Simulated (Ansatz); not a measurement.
For wurtzite ZnO, r²SCAN (Ansatz, a program for electronic structure, plane waves, PAW) gives:

* **lattice parameter a**: 3.235 Å
* **lattice parameter c**: 5.211 Å
* **cohesive energy**: 3.79 eV/atom
* **enthalpy of formation**: -1.636 eV/atom

### Question
What does HSE06 (plane waves, PAW; Ansatz) give for the same quantities?

### Answer

- lattice constant a: 3.250 Å (rises by 0.5 %)
- lattice parameter c: 5.222 Å (rises by 0.2 %)
- cohesive energy: 3.49 eV/atom (shrinks by 0.30 eV/atom)
- formation enthalpy: -1.547 eV/atom (moves by +0.089 eV/atom)

For comparison: lattice constant a 3.248 Å (measured, 4 K, zero-point motion not removed; as tabulated in arXiv:1206.3780); lattice parameter c 5.204 Å (measured, 4 K, zero-point motion not removed; as tabulated in arXiv:1206.3780); cohesive energy 3.8 ± 0.03 eV/atom (worked out here from tabulated enthalpies at 298 K, copied from a table, unchecked, brought to a static lattice with a Debye model, atoms in their spin–orbit ground levels; inputs from the CRC Handbook); formation enthalpy -1.800 ± 0.001 eV/atom (measured, 0 K, taken to 0 K with the table's H(298.15)-H(0) of compound and elements; zero-point energies not removed; as tabulated in Cox, Wagman, Medvedev, CODATA Key Values for Thermodynamics (1989)).

Changes are worked out from the printed values.

Unless a cell is named, each level is at its own relaxed cell (r²SCAN 11.81, HSE06 11.94 Å³/atom).

Caveats: exact exchange on metals is sensitive to the k mesh and can open a false gap (HSE06). Ansatz's density-functional and Hartree–Fock values are scalar-relativistic unless marked +SOC, with PAW data made under PBE.
